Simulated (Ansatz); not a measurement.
# HO− with PH3: structure and interaction energy

Aim: relax the pair, then compute its interaction energy with counterpoise at many levels, up to CCSD(T).

Method: PBE0-D4 structure, single points in def2-TZVPPD; program: Ansatz 0.2.0, Gaussian basis.

Levels: PBE-D4, revPBE-D4, BLYP-D4, r2SCAN-D4, B97M-V, PBE0-D4, B3LYP-D4, HSE06-D4, wB97X-V, wB97M-V, B2PLYP, Hartree-Fock, MP2, CCSD, CCSD(T). The reference is CCSD(T) extrapolated to the basis limit.

Cores are frozen in the correlated methods. B3LYP uses VWN-RPA correlation. B2PLYP carries no dispersion term here.

176 further runs of the same task are left out: 176 set aside as unsound or not needed.

### 1 The system as given

The pair, from a GFN2-xTB docking trial: 6 atoms, charge -1, spin multiplicity 1.

Atoms are counted from 1 here; the program's logs count them from 0.

Bond lengths: O1–H2 0.955 Å, O1–P3 1.894 Å, P3–H4 1.394 Å, P3–H5 1.531 Å, P3–H6 1.384 Å. Angles: H2–O1–P3 115.8°, O1–P3–H4 87.0°, O1–P3–H5 160.2°, O1–P3–H6 78.4°, H4–P3–H5 84.4°, H4–P3–H6 96.9°, H5–P3–H6 85.0°.

Coordinates:

```xyz
6

O     0.26680    0.27150   -1.35240
H    -0.27320   -0.08780   -2.05280
P    -0.42870    0.09340    0.40050
H     0.22930   -1.13420    0.45770
H    -0.47670   -0.03050    1.92530
H     0.68240    0.88760    0.62170
```

Atoms 1 to 2 are fragment A (HO−), the rest fragment B (PH3).

### 2 A first relaxation in a small basis

The input, pre/in.yaml:

```yaml
crystal:
  periodic: [false, false, false]
  atoms:
    - {symbol: O, position_ang: [0.266800, 0.271500, -1.352400]}
    - {symbol: H, position_ang: [-0.273200, -0.087800, -2.052800]}
    - {symbol: P, position_ang: [-0.428700, 0.093400, 0.400500]}
    - {symbol: H, position_ang: [0.229300, -1.134200, 0.457700]}
    - {symbol: H, position_ang: [-0.476700, -0.030500, 1.925300]}
    - {symbol: H, position_ang: [0.682400, 0.887600, 0.621700]}
basis:
  gaussian: {orbitals: def2-SVPD}
total_charge: -1
hamiltonian: {xc: pbe, dispersion: d4}
relax: {f_tol: 0.03, max_steps: 250}
```

Run with:

```
$ ansatz run in.yaml --threads 2 --pin off --events-out ev --progress --plain --max-ram 5222MiB
```

The runs that follow: Relaxation at PBE0-D4; PBE-D4/def2-TZVPPD; r2SCAN-D4/def2-TZVPPD; PBE0-D4/def2-TZVPPD; B3LYP-D4/def2-TZVPPD; wB97X-V/def2-TZVPPD; wB97M-V/def2-TZVPPD; B2PLYP/def2-TZVPPD; BLYP-D4/def2-TZVPPD; revPBE-D4/def2-TZVPPD; B97M-V/def2-TZVPPD; HSE06-D4/def2-TZVPPD; CCSD(T)/def2-TZVPPD; MP2/def2-QZVPPD; Vibrations of the pair.

Before running it: what results should come out? Wanted: interaction energy, CCSD(T)/CBS; of it Hartree-Fock; D4 term of PBE0-D4; shortest contact; lowest wavenumber.

The runs gave:

| quantity | value |
| --- | --- |
| interaction energy, CCSD(T)/CBS | -92.43 kJ/mol |
| of it Hartree-Fock (basis limit) | -74.15 kJ/mol |
| D4 term of PBE0-D4 | -5.06 kJ/mol |
| shortest contact | O1–P3 2.03 Å |
| lowest wavenumber | 157 cm⁻¹ |

**Reading.** The pair is bound by 92.43 kJ/mol at fixed fragment shapes. Hartree-Fock gives 80 % of it, so electrostatics, induction and charge transfer lead. Among the functionals B3LYP-D4 lands nearest to CCSD(T)/CBS (-0.16 kJ/mol) and HSE06-D4 farthest (-13.94 kJ/mol). By rung, the mean size of the error is: GGA 7.79, meta-GGA 8.80, hybrid 6.87, screened hybrid 13.94, range-separated hybrid 1.94, double hybrid 10.20 kJ/mol. PBE-D4 gives an interaction energy 9.07 kJ/mol too low, an error of 10 % of the reference. CCSD(T) moves by -12.26 kJ/mol from triple zeta to the limit; gaps between functionals far smaller than that don't rank them. A lower arrangement may exist. The T1 diagnostic is large here, over the usual mark for main-group molecules (transition-metal compounds often pass it harmlessly), so CCSD(T) itself may be off.
